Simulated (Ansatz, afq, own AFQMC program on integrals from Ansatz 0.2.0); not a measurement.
## Hf, triplet → Hf⁺, doublet

A free Hf atom.

E(doublet, charge +1) − E(triplet, charge +0) at this geometry, on UHF and UHF determinants.

Basis def2-SVP with its core potentials. Only valence electrons are correlated. Integrals, coupled cluster, full CI and functionals: Ansatz 0.2.0; the random walks run on the same integrals in our own AFQMC program. The CISD trial takes its coefficients from CCSD amplitudes. Released means that phaseless walkers are propagated on without the constraint, phases kept. Uncertainties: one standard error, sampling alone. No spin–orbit coupling. The metal's outer-core s and p shells are frozen, which shifts wave-function levels against functionals. The errors of all members are added in quadrature.

Full CI on the same integrals is exact in this basis and with this determinant's frozen core.

Errors are counted within def2-SVP, not against nature.

Cautions: no spin-orbit coupling; outer-core shells of the metal frozen; Hf⁺ (doublet): strong correlation (T1 0.096, weight of the determinant 0.87, largest double 0.15), unrestricted determinant spin contaminated (⟨S²⟩ 1.42 against 0.75), the released energies have errors that jump between times, so the bars are unsure, so no released level is given (meV from the phaseless value at times in 1/Eh: -27 ± 25 at 0.60, -2.6 ± 0.9 at 1.20, -4.9 ± 0.8 at 2.00, -5.6 ± 1.3 at 3.00, -7.3 ± 1.2 at 4.20).

```json
{"level": "CCSD", "vertical ionization energy (kcal/mol)": "144.4"}
{"level": "MP2", "vertical ionization energy (kcal/mol)": "144.5"}
```

Problem. From these cheaper values, estimate the vertical ionization energy at the reference level in def2-SVP.

Solution. 145.0 kcal/mol (full CI in def2-SVP).

| level | vertical ionization energy (kcal/mol) | error against FCI (kcal/mol) |
| --- | --- | --- |
| HF | 132.8 | -12.2 |
| CCSD(T) | 144.9 | -0.1 |
| ph-AFQMC/HF | 144.9 ± 0.3 | -0.1 ± 0.3 |

Correlation beyond CCSD(T) adds 0.1 kcal/mol. The perturbative (T) step is worth +0.5 kcal/mol. Where the cautions show a poor determinant, the low rows tell how each method copes with it, not its usual error.

A walk keeps the symmetry of its determinant, which the program's search chose and which needn't be the lowest solution, so a lower state of the same spin and another symmetry isn't excluded.
